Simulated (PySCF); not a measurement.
Molecule: SMILES C=CC#CC, C₅H₆.

Bonds (- single, = double, # triple, : aromatic): C1=C2 1.341 Å, C2-C3 1.423 Å, C3#C4 1.216 Å, C4-C5 1.452 Å. C1 carries H6, H7; C2 carries H8; C5 carries H9, H10, H11. H6 is cis to C3; H7 is trans to C3.

Geometry PBE0-D3(BJ)/def2-SVP throughout; GIAO in PySCF 2.14, gas phase, one conformer, non-relativistic; equivalent atoms averaged; basis pcSseg-2.

For orientation, WP04 gives these shifts δ (against TMS at the same level): C1 135.3, C2 127.9, C4 93.6, C3 81.1, C5 7.9, H8 5.73, H6 5.51, H7 5.37, H9/H10/H11 2.04 ppm.

A run gave: C1 135.7, C2 130.0, C4 97.4, C3 84.9, C5 5.2, H8 6.03, H6 5.73, H7 5.52, H9/H10/H11 2.08 ppm (shifts δ (against TMS at the same level)).

Task: Which functional was used in that run?
A. KT3
B. B3LYP
C. LDA
D. B97-2
E. wB97X-D

Result: B. C2 tells them apart best: B3LYP gives 130.0, KT3 gives 118.3, B97-2 gives 127.2, wB97X-D gives 132.0, LDA gives 134.2 ppm.
